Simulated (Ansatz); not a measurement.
Geometry optimisation, RKS BLYP-D4/def2-SVP (Ansatz).

Input file:

```yaml
crystal:
  periodic: [false, false, false]
  atoms:
    - { symbol: B, position_ang: [0.0, 0.0, 0.0] }
    - { symbol: Cl, position_ang: [0.0, 0.0, 2.21] }
    - { symbol: H, position_ang: [1.0305, 0.0, -0.595] }
    - { symbol: H, position_ang: [-1.0305, 0.0, -0.595] }
    - { symbol: H, position_ang: [0.0623, -1.4126, 0.4698] }
    - { symbol: H, position_ang: [0.0555, -1.258, 1.3665] }
basis:
  gaussian: { orbitals: def2-SVP }
hamiltonian:
  xc: blyp
  dispersion: d4
relax:
  f_tol: 0.15
  max_steps: 25
  restrain:
    - { distance: [0, 4], at: 2.39, k: 30.0 }
    - { distance: [5, 1], at: 2.57, k: 30.0 }
    - { distance: [0, 1], at: 1.86, k: 30.0 }
    - { distance: [5, 4], at: 0.66, k: 30.0 }
```

Run as:

```bash
$ ansatz run input.yaml --threads 1 --pin off --max-ram 2048MiB --backend cpu --events-out ev --progress --plain --runs-dir out
```

Task: Where does it end, and by what steps?

Result: The forces met the threshold. The restraints hold the end off the free minimum; the threshold counts their pulls, which the force column leaves out. Restrained pairs: B1–H5 (1.49 → 2.39 Å), Cl2–H6 (1.52 → 2.58 Å), B1–Cl2 (2.21 → 1.83 Å), H5–H6 (0.91 → 0.72 Å). After 6 steps the energy has fallen by 1.984 eV (the restraints' own energy left out); Cl2 moved furthest, 0.75 Å.

```json
{"step": "0", "energy less start (eV)": "0.0000", "largest force component (eV/Å)": "2.965", "accepted": "yes"}
{"step": "1", "energy less start (eV)": "-0.2789", "largest force component (eV/Å)": "2.111", "accepted": "yes"}
{"step": "2", "energy less start (eV)": "-0.6153", "largest force component (eV/Å)": "4.272", "accepted": "yes"}
{"step": "3", "energy less start (eV)": "-1.3083", "largest force component (eV/Å)": "3.146", "accepted": "yes"}
{"step": "4", "energy less start (eV)": "-1.9293", "largest force component (eV/Å)": "1.391", "accepted": "yes"}
{"step": "5", "energy less start (eV)": "-1.9332", "largest force component (eV/Å)": "1.797", "accepted": "yes"}
{"step": "6", "energy less start (eV)": "-1.9836", "largest force component (eV/Å)": "1.476", "accepted": "yes"}
```

```xyz
6
Properties=species:S:1:pos:R:3
B -0.004 0.231 0.163
Cl -0.018 0.695 1.929
H 1.064 0.170 -0.391
H -1.070 0.107 -0.383
H 0.111 -2.139 0.473
H 0.035 -1.735 1.067
```

The run took 6.9 s on 1 thread of Arm Neoverse V2 (shared host), peak memory 0.1 GiB.
